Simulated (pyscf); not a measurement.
H₃C–AlH–OH → H₃C–O–AlH₂, a concerted two-bond exchange (singlet surface; Al–C, H–O broken, C–O, Al–H formed). Optimised with ωB97X-D3(BJ)/def2-SVP in PySCF. MP2 and CC: frozen core, UHF for open shells. ΔMP2 is the change of the MP2 total energy from the triple- to the quadruple-zeta basis. Energies in eV from the reactant's lowest minimum found.

Small-basis levels: PySCF, no dispersion term, spherical d functions. AM1 to PM7: differences of heats of formation from MOPAC. Cost: rough CPU time at the saddle relative to B3LYP/6-31G*, from one job on a shared machine.

| level | barrier | reaction energy | cost |
|---|---|---|---|
| SVWN5/6-31G* | 4.98 | +0.74 | 1 |
| PBE/6-31G* | … | +0.75 | 2 |
| B3LYP/STO-3G | 6.00 | +0.48 | 0.6 |
| B3LYP/3-21G | … | +0.85 | 0.7 |
| M06-2X/6-31G* | 5.88 | +0.81 | 2 |
| B3LYP/6-311+G** | 5.67 | +1.04 | 2 |
| PM3 | 6.41 | +1.72 | under 0.02 |
| CCSD(T)/def2-TZVPP + ΔMP2(QZVPP) | … | +1.11 | – |

Question: What belongs in the gaps?

Answer: 
- PBE/6-31G*, barrier: 4.97
- B3LYP/3-21G, barrier: 5.46
- CCSD(T)/def2-TZVPP + ΔMP2(QZVPP), barrier: 5.82

Against the last row the barrier runs from -0.85 (PBE/6-31G*) to +0.60 eV (PM3). CCSD(T)/def2-TZVPP + ΔMP2(QZVPP) has limits of its own. The same reactants have a lower exit, to CH₃• + [HO–AlH]• (no saddle counted: cutting one bond costs +3.82 eV at ωB97M-D3(BJ), against +5.88 eV here). One saddle was located; it need not be the lowest between these sides. A restricted solution here is unstable towards spin polarisation, so biradical character is likely and single-reference numbers are less safe. The CCSD(T) − MP2 part came from Ansatz, without density fitting, on the same reference. The largest closed-shell T1 diagnostic is 0.032, which may signal static correlation.
